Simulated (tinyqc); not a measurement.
Inside a calculation. Method: Pariser-Parr-Pople SCF with singles CI, for the molecule C=C1C=C1 (SMILES; centres numbered as the heavy atoms are written). One step of it, computed by the program tinyqc.

Problem. Singles CI, triplets. Over the 4 single excitations with the smallest orbital gaps: A = (e_a - e_i) delta - (ij|ab), with (pq|rs) = sum c_mp c_mq gamma_mn c_nr c_ns.

orbital energies (eV): -14.300874  -8.653044  -1.663590  0.229724

coefficients:
```
,MO1,MO2,MO3,MO4
1C,0.245295,0.746193,0.000000,-0.618891
2C,0.573523,0.402998,0.000000,0.713206
3C,0.552676,-0.374692,0.707107,-0.232713
4C,0.552676,-0.374692,-0.707107,-0.232713
```

repulsion gamma_rs (eV):
```
,1C,2C,3C,4C
1C,10.800000,5.268226,3.566500,3.566500
2C,5.268226,10.800000,5.268953,5.268953
3C,3.566500,5.268953,10.800000,5.268226
4C,3.566500,5.268953,5.268226,10.800000
```

Give: triplet CI matrix; triplet excitation energies.

Solution.

triplet CI matrix (eV):
```
,2>3,2>4,1>3,1>4
2>3,1.8920,0.0000,1.4568,0.0000
2>4,0.0000,2.1792,0.0000,-1.1502
1>3,1.4568,0.0000,5.7815,0.0000
1>4,0.0000,-1.1502,0.0000,8.4354
```

triplet excitation energies (eV): 1.4069  1.9744  6.2667  8.6401
